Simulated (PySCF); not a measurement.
**How methods differ on the electron affinity of H**

H- 1s2 (1S) → H 1s1 (2S), as a difference of total energies. All numbers are calculated (PySCF 2.14, the spin-free X2C one-electron Hamiltonian (Gaussian nucleus), in dyall-acv3z (10s3p2d, 29 functions)). Correlated levels: valence: nothing frozen; virtual orbitals above 40 to 60 times the deepest correlated orbital energy dropped. The calculations carry no spin-orbit coupling.

| method | electron affinity (eV) |
| --- | --- |
| UHF | -0.329 |
| LDA | 0.939 |
| PBE | 0.719 |
| PBE0 | 0.621 |
| r2SCAN | 0.722 |
| LC-wPBE | 0.641 |
| wB97X-V | 0.705 |
| BHandHLYP | 0.668 |
| r2SCANh | 0.696 |
| MP2 (valence) | 0.446 |
| SCS-MP2 (valence) | 0.601 |

Errors of the correlated levels include the incompleteness of this basis.

A negative affinity means that the anion lies above the atom at that level of theory.

In the anion the highest occupied orbital energy is positive at LDA, PBE, PBE0, r2SCAN, BHandHLYP, r2SCANh, a self-interaction effect; the basis confines that electron, and the energy difference can still be sensible.

For comparison: 0.754 eV (measured; photodetachment measurements, as compiled on the Wikipedia data page of electron affinities).
